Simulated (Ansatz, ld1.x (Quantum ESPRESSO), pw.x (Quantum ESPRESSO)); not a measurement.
**Au (Z = 79): one change to the PAW potential, in the atom and in the fcc crystal**

| Property | Result |
| --- | --- |
| Element | gold |
| Generator | ld1.x (Quantum ESPRESSO) 7.5 |
| Type | PAW |
| Functional | PBEsol |
| Relativity | scalar-relativistic |
| Frozen core | [Kr] 4d10 4f14 |
| Valence charge | 19 |
| Reference configuration | 5s2 5p6 5d10 6s1 6p0 |
| Partial waves | 5s (bound): rcut 1.20, rcutus 1.40 bohr; 6s (bound): rcut 1.20, rcutus 1.40 bohr; 5p (bound): rcut 1.75, rcutus 1.85 bohr; 6p (bound, empty): rcut 1.75, rcutus 1.85 bohr; 5d (bound): rcut 2.00, rcutus 2.15 bohr; 5d channel at 4.25 Ry: rcut 2.00, rcutus 2.15 bohr |
| Local potential | all-electron potential smoothed inside 1.65 bohr (lloc = -2) |
| Core correction | Bessel-smoothed model core inside 0.80 bohr |
| Augmentation charge | PSQ, inside the norm-conserving radii |

Change: waves 5p (bound): rcut 1.75, rcutus 2.64 bohr; 6p (bound): rcut 1.75, rcutus 2.64 bohr.

Cutoffs, loose and tight: the cutoffs (Ry, on a coarse ladder) from which the occupation-weighted sum of valence levels, in a spherical-Bessel basis at the reference potential, stays within 10 and 1 mRy of its value at 400 Ry. They do not see the model core or the augmentation charge, which bear on the density cutoff. Test errors are all-electron minus pseudo excitation energies from the reference, over the configurations 5s2 5p6 5d10 6s0 6p0; 5s2 5p6 5d9 6s0 6p0; 5s2 5p6 5d8 6s0 6p0; 5s2 5p6 5d10 6s0.5 6p0; 5s2 5p5 5d10 6s1 6p0; 5s2 5p6 5d7 6s0 6p0; 5s2 5p6 5d9 6s1 6p1; variants that change the core or the reference have their own tests.

Crystal test: fcc Au in pw.x 7.5, no spin, 14³ k-points, Fermi–Dirac smearing 0.01 Ry, cutoffs set for each file from its atomic test. The reference is all-electron LAPW (Ansatz 0.2.0) with the same functional, mesh and smearing; V0 and B0 come from Birch–Murnaghan fits to the pressures at five volumes. Errors are pseudo minus all-electron; Δ is the rms difference of the E(V) curves that follow from these fits, minima aligned, over ±6 % about the mean V0. Mesh and smearing are coarse, so the numbers serve the comparison and aren't converged zero-temperature values; the lattice is a test structure that the element need not adopt.

All-electron: a0 = 4.083 Å (V0 = 17.02 Å³/atom), B0 = 175.2 GPa.

**Question.** Does the change bring the crystal closer to the all-electron result?

**Answer.** The mean pressure error goes from +2.71 to +2.42 GPa, so the change moves the solid closer to the all-electron pressures.

| quantity | base | changed |
| --- | --- | --- |
| outcome (atom) | generated | generated |
| cutoff, loose (atom) | 35 Ry | 35 Ry |
| cutoff, tight (atom) | 60 Ry | 55 Ry |
| bound ghosts (atom) | none | none |
| largest test error (meV) (atom) | -105 | test run stopped at test 2 of 7 (negative rho) |
| cutoffs in pw.x (Ry) | 75/600 | 70/560 |
| a0 (Å) | 4.104 | 4.101 |
| a0 error (%) | +0.51 | +0.45 |
| B0 error (%) | -2.2 | -1.8 |
| Δ (meV/atom) | 10.0 | 8.9 |
| mean pressure error (GPa) | +2.71 | +2.42 |

Base: This is a poor potential for the solid. Changed file: Atomic configuration tests: test run stopped at test 2 of 7 (negative rho). The atomic cutoffs weigh occupied waves only.
